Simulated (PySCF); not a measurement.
Isomers of C2H7N, one conformer each; single-point electronic energies without zero-point terms and without any empirical dispersion term.

Computed with PySCF at wB97X-D/pcSseg-2, non-relativistic, each on one gas-phase PBE0-D3(BJ)/def2-TZVP geometry that isn't relaxed in the solvent. The solvent is an IEF-PCM continuum (van der Waals radii × 1.2). Specific hydrogen bonds and non-electrostatic terms are outside this model.

```tsv
isomer	relative energy, gas (kcal/mol)	dipole (D)
`CCN`	0.0	1.36
`CNC`	7.8	1.01
```

How do the relative energies look in chloroform (ε = 4.711)?

```json
{"isomer": "`CCN`", "relative energy, solvent (kcal/mol)": "0.0", "E(solvent) − E(gas) (kcal/mol)": "-3.0", "dipole in solvent (D)": "1.66"}
{"isomer": "`CNC`", "relative energy, solvent (kcal/mol)": "8.6", "E(solvent) − E(gas) (kcal/mol)": "-2.2", "dipole in solvent (D)": "1.26"}
```

The order is unchanged. Conformers: `[CH3:1][CH2:2][NH2:3]` with C1–C2–N3–H 59° and -59°. `CCN` gains most from the continuum, and it has the largest gas-phase dipole. The gains span 0.8 kcal/mol, the gas-phase energies 7.8 kcal/mol.
